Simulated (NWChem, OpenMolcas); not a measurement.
## How basis sets differ on O3 (SMILES O=[O+][O-])

O3: 3 atoms, total charge 0, spin state singlet. As SMILES, `O=[O+][O-]`. The shape is that of a PBE0-D4/def2-TZVP optimisation.

```csv
atom,x (Å),y (Å),z (Å)
O,0.8487,-0.5359,0.4095
O,-0.2289,-0.3176,-0.1594
O,-0.6198,0.8535,-0.2501
```

Each level gives the dipole moment (D). The values are calculated.

**What was measured.** NIST CCCBDB gives the dipole moment of the gas as 0.53 D.

| level | kind | program | value (D) | computed − measured | CPU time |
| --- | --- | --- | --- | --- | --- |
| HF/ANO-XS-MB (DKH2) | Hartree–Fock | OpenMolcas | 0.23 | -0.30 | 1.7 s |
| HF/STO-3G | Hartree–Fock | OpenMolcas | 0.51 | -0.02 | 1.3 s |
| UHF/STO-3G | Hartree–Fock | OpenMolcas | 0.18 | -0.35 | 1.8 s |
| HF/3-21G | Hartree–Fock | NWChem | 0.59 | +0.06 | 0.85 s |
| HF/def2-SVP | Hartree–Fock | NWChem | 0.83 | +0.30 | 3 s |
| HF/aug-cc-pVDZ | Hartree–Fock | NWChem | 0.79 | +0.26 | 15 s |
| HF/def2-TZVPP | Hartree–Fock | OpenMolcas | 0.85 | +0.32 | 9.9 s |

Nearest: HF/STO-3G (-0.02 D); farthest: UHF/STO-3G (-0.35 D). The measured dipole is a vibrational average, so differences of a few hundredths of a debye mean little. Spin contamination of the reference (⟨S²⟩ at least 0.1 too high) touches UHF/STO-3G. Magnitudes only: a small dipole may point the other way at some levels. Sets without polarisation functions give poor dipoles. Without the sets that lack polarisation functions the rows with a basis span only 0.79 to 0.85 D. CPU times are rough (shared hosts, several kinds of processor): they show what a rung costs within a factor of a few.
